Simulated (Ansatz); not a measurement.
Results of BLYP (Ansatz, an electronic-structure program, PAW) for CaB6-type CaB6.

Run with plane-wave cutoff 520 eV, 8×8×8 k mesh, Fermi–Dirac smearing 0.01 eV, scalar-relativistic PAW data made under PBE.

Computed points:

```json
[
 {"V (Å³/atom)": "9.906", "E − E_lowest (meV/atom)": "7.91", "P (GPa)": "6.35"},
 {"V (Å³/atom)": "10.113", "E − E_lowest (meV/atom)": "1.91", "P (GPa)": "3.02"},
 {"V (Å³/atom)": "10.319", "E − E_lowest (meV/atom)": "0.00", "P (GPa)": "0.00"},
 {"V (Å³/atom)": "10.525", "E − E_lowest (meV/atom)": "1.79", "P (GPa)": "-2.73"},
 {"V (Å³/atom)": "10.732", "E − E_lowest (meV/atom)": "6.94", "P (GPa)": "-5.23"}
]
```

**Question.** Estimate the bulk modulus from the pressures at 10.113 and 10.525 Å³/atom, and compare it with a fit to all energies.

**Answer.** B = −V dP/dV. Between V = 10.113 and 10.525 Å³/atom, dP/dV = (-2.73 − (3.02))/(10.525 − 10.113) = -14.0 GPa per Å³/atom; at the midpoint 10.319 Å³/atom this gives B ≈ 144 GPa. The third-order Birch–Murnaghan fit gives V0 = 10.319 Å³/atom, B0 = 144 GPa, B′ = 4.0, which lies within 1 % of that estimate.

Shape and atoms are relaxed at each volume.

Measured, for comparison: bulk modulus 170 ± 5 GPa (room temperature, no zero-point or thermal correction; as tabulated in Structural stability and vibrational characteristics of CaB6 under high …); equilibrium volume per atom 10.22 Å³/atom (temperature not stated, no zero-point or thermal correction; as tabulated in Singh (2010), arXiv:1009.1807). Computed (rounded) less measured: bulk modulus -15 %, equilibrium volume per atom +1.0 %.

Note: the bulk modulus comes from volumes at which shape and atoms were relaxed.

Computed values are for the static lattice.
